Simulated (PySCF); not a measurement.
Can point charges reproduce the dipole moment of `F` (HF)?

Coordinates (PBE0-D3(BJ)/def2-SVP, Å) and charges (e) from the PBE0/pcSseg-1 density (PySCF):

```csv
atom,x,y,z,Mulliken,IAO,Hirshfeld,ESP-fitted
F1,0.483,-0.086,0.012,-0.2984,-0.4580,-0.2313,-0.4359
H2,-0.433,-0.002,-0.034,+0.2984,+0.4580,+0.2313,+0.4359
```

**Question.** Compute μ = Σ q r for each scheme (1 e·Å = 4.803 D) and compare with the dipole of the full density.

**Answer.** The full density gives (-1.89, 0.17, -0.10) D, 1.90 D in size; dipole vectors point from the negative to the positive end.

| scheme | μx | μy | μz | size (D) | share of the full size (%) | angle to the full dipole (°) |
| --- | --- | --- | --- | --- | --- | --- |
| Mulliken | -1.31 | 0.12 | -0.07 | 1.32 | 70 | 0 |
| IAO | -2.01 | 0.18 | -0.10 | 2.02 | 107 | 0 |
| Hirshfeld | -1.02 | 0.09 | -0.05 | 1.02 | 54 | 0 |
| ESP-fitted | -1.92 | 0.17 | -0.10 | 1.93 | 102 | 0 |

**Question.** Which set comes closest?

**Answer.** Length of the difference vector: ESP-fitted 0.03 D, IAO 0.13 D, Mulliken 0.58 D, Hirshfeld 0.88 D. Closest: ESP-fitted. The schemes that divide the density aren't constrained to reproduce the dipole.

**Question.** What is left for the Hirshfeld atoms' own dipoles?

**Answer.** The Hirshfeld atoms' densities add up to the full density, so μ = Σ q r + Σ (atomic dipoles). The atomic dipoles sum to (-1.89, 0.17, -0.10) − (-1.02, 0.09, -0.05) = (-0.87, 0.08, -0.05) D, 0.88 D in size.

**Question.** Give the size of the full dipole in other units.

**Answer.** 1.90 D = 0.747 au = 0.395 e·Å = 6.33 × 10⁻³⁰ C·m.

Isolated species at its PBE0-D3(BJ)/def2-SVP geometry, gas phase.
